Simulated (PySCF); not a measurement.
How well do the runs reproduce experiment for PF3?

**Experimental background.**

From NIST CCCBDB Release 22 (SRD 101), experimental dipoles, for the gas: dipole moment (microwave Stark effect) 1.03 D.

Cunha, Hait, Kang, Mao, Head-Gordon, J. Phys. Chem. Lett. 2022, 13, 3438 (arXiv:2111.08405) lists, for the gas: P 1s binding energy of P2 2156.4 eV.

From Besley, J. Chem. Theory Comput. 2021, 17, 3644 (DFT calculations of core-electron binding energies at the K-edge of heavier elements), for the gas: P 1s binding energy of P2 2156.18 eV.

Beach, A photoelectron spectroscopic study of bonding in inorganic and organometallic compounds, PhD thesis, LBL 1985 lists, for the gas: F 1s binding energy of F1/F3/F4 694.09 eV.

How close the calculation comes is told at the end.

Compound: PF3.
SMILES with atom numbers: `[F:1][P:2]([F:3])[F:4]`

Structure used (PBE0-D3(BJ)/def2-SVP), in Å, numbered top down from 1:
```
atom  x, y, z in Å
F1    -0.827   -1.065   -0.378
P2     0.018   -0.107    0.579
F3     1.379   -0.138   -0.253
F4    -0.532    1.282    0.017
```

The PySCF runs (gas phase, on this PBE0-D3(BJ)/def2-SVP geometry; non-relativistic but for the core-level run):

```tsv
level	job	basis functions	wall time
PBE0-D3(BJ)/def2-SVP, grid level 1	geometry optimisation from a GFN2-xTB start shaken at random	60	5.0 s
PBE0/pcSseg-1	shieldings, charges and field gradients	75	2.9 s
mPW1PW91/pcSseg-2	shieldings	151	5.9 s
CAM-B3LYP/def2-SVPD	10 singlets by full TDDFT, 4 Tamm–Dancoff triplets, polarisability, ΔSCF ions	93	7.9 s
delta-SCF UKS SCAN, pcX-2 on the ionised atom, pcseg-1 elsewhere, spin-free X2C	ΔSCF core ionisation, 3 holes	102	4.8 s
```

Hardware: one thread, Arm Neoverse V1 (aarch64), no GPU, shared host.

## Comparison

**Dipole moment.** Measured: 1.03 D (NIST CCCBDB Release 22 (SRD 101), experimental dipoles).

| level | computed (D) | computed − measured (D) | % (from the printed values) |
| --- | --- | --- | --- |
| PBE0-D3(BJ)/def2-SVP | 1.30 | +0.27 | +26 |
| PBE0/pcSseg-1 | 1.36 | +0.33 | +32 |
| mPW1PW91/pcSseg-2 | 1.32 | +0.29 | +28 |
| CAM-B3LYP/def2-SVPD | 1.37 | +0.34 | +33 |

Closest is PBE0-D3(BJ)/def2-SVP (+0.27 D), furthest CAM-B3LYP/def2-SVPD (+0.34 D); one molecule doesn't rank methods. All 4 levels lie above the measurement. The computed dipoles belong to one fixed geometry; measured ones are averaged over vibrations unless marked μe. Magnitudes are compared, not signs.

**Core binding energies.** Delta-SCF UKS SCAN, pcX-2 on the ionised atom, pcseg-1 elsewhere, spin-free X2C in PySCF.

```tsv
level and atom	computed (eV)	measured (eV)	computed − measured (eV)
P 1s, P2	2156.05	2156.4 and 2156.18	-0.35
F 1s, F1/F3/F4	693.87	694.09	-0.22
```

Sources, in the order of the opening: Cunha, Hait, Kang, Mao, Head-Gordon, J. Phys. Chem. Lett. 2022, 13, 3438 (arXiv:2111.08405); Besley, J. Chem. Theory Comput. 2021, 17, 3644 (DFT calculations of core-electron binding energies at the K-edge of heavier elements); Beach, A photoelectron spectroscopic study of bonding in inorganic and organometallic compounds, PhD thesis, LBL 1985. Against the first value of each row the mean signed difference is -0.28 eV and the largest in size -0.35 eV. The computed values are vertical, without vibrational structure; measured positions hang on the energy calibration. The first atom of each set that the bonding makes equivalent was ionised and stands for the set.

The geometry is computed, not the measured one. Where a level misses, the cause wasn't examined.
